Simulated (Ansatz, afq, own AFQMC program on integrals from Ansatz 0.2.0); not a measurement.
Integrals from Ansatz 0.2.0, then the random walk in our own AFQMC program (afq).

```yaml
crystal:
  periodic: [false, false, false]
  atoms:
    - {symbol: Ge, position_ang: [0.000000, -0.030750, 0.000000]}
    - {symbol: H, position_ang: [0.000000, 1.108044, -1.158429]}
    - {symbol: H, position_ang: [0.000000, 1.108039, 1.158434]}
basis:
  gaussian: {orbitals: aug-cc-pVTZ}
total_charge: -1
magnetization: {spin_polarized: true, initial_magnetization: 3}
correlation: {method: ccsd_t, electrons: outside_noble_gas, hamiltonian_folder: ham}
```

```sh
$ ansatz run in.yaml --threads 1 --pin off --events-out ev --progress --plain --max-ram 16896MiB --backend cuda --devices 0, --max-vram 18GiB
```

afq runs on the folder ham with

```
--method phaseless --trial hf --walkers 800 --populations 10 --least-time 40 --time-step 0.005 --steps-per-block 20 --equilibration-blocks 112 --max-blocks 4000 --target-error 0.0008 --factor-cut 1e-05 --start spin_pure --seed 8465 --taylor-order 6
```

Times are imaginary, in 1/Eh. The walk had a cap of 97 s. With eight or more populations the least sampling time is a fifth of least-time, and the error comes from their spread. Filled inner d shells are frozen with the cores.

```
orbitals 91  electrons 5 2  factors 608 of 655
reference energy -2076.45370946 Eh
CCSD correlation -0.11812999 Eh in 12 cycles, weight of the determinant in the CISD state 0.8930
energy of the start -2076.453781 Eh
 block  time / (1/Eh)  mean weight  energy / Eh
     1     0.100  1.0006  -2076.475108
     2     0.200  1.0001  -2076.490678
     3     0.300  1.0000  -2076.501874
     4     0.400  1.0008  -2076.513205
     5     0.500  1.0006  -2076.521698
    10     1.000  0.9998  -2076.544194
    29     2.900  1.0000  -2076.568908
    49     4.900  0.9994  -2076.572784
    69     6.900  1.0002  -2076.575398
    89     8.900  0.9996  -2076.575174
   109    10.900  0.9999  -2076.575442
   129    12.900  0.9995  -2076.570553
   149    14.900  1.0001  -2076.574828
   169    16.900  1.0004  -2076.575879
   181    18.100  1.0006  -2076.578651
   189    18.900  0.9999  -2076.573853
error from the spread of 10 populations
energy -2076.575065 +/- 0.000769 Eh
(rows thinned)
```

Question: Estimate how long the walk took on 1 × NVIDIA H100 80GB HBM3 with 2 threads of AMD EPYC 7R13 Processor (Zen 3), on a shared host (the card was shared).

Answer: 30 s of wall time.

The run passed its tests (sampling time, drift between the halves within three errors, error under three times the target), which doesn't prove that it has relaxed.

Against this walk (error 20.9 meV) on the same determinant: CCSD(T) 29.4 meV lower (within the noise), CCSDT(Q) 61.8 meV lower, a separate phaseless walk with a CISD trial and standard settings 48.0 ± 21.3 meV lower. The error is statistical and leaves out the bias of the constraint.

Cautions: constraint bias not in the error; no relativity below Rb; no spin-orbit coupling; inner d shell frozen; another spin lies lower (by 3.06 eV); at this level and basis the anion state lies above a neutral one; raised T1 diagnostic (T1 0.046, weight of the determinant 0.89, largest double 0.04); the bias of populations of 80 walkers isn't removed.

CCSDT and higher add their correlation energy to the determinant of the CCSD(T) run, since their own runs factorise the integrals more tightly (a shift of under 2 meV). A walk keeps the symmetry of its determinant, which the program's search chose and which needn't be the lowest solution, so a lower state of the same spin and another symmetry isn't excluded.
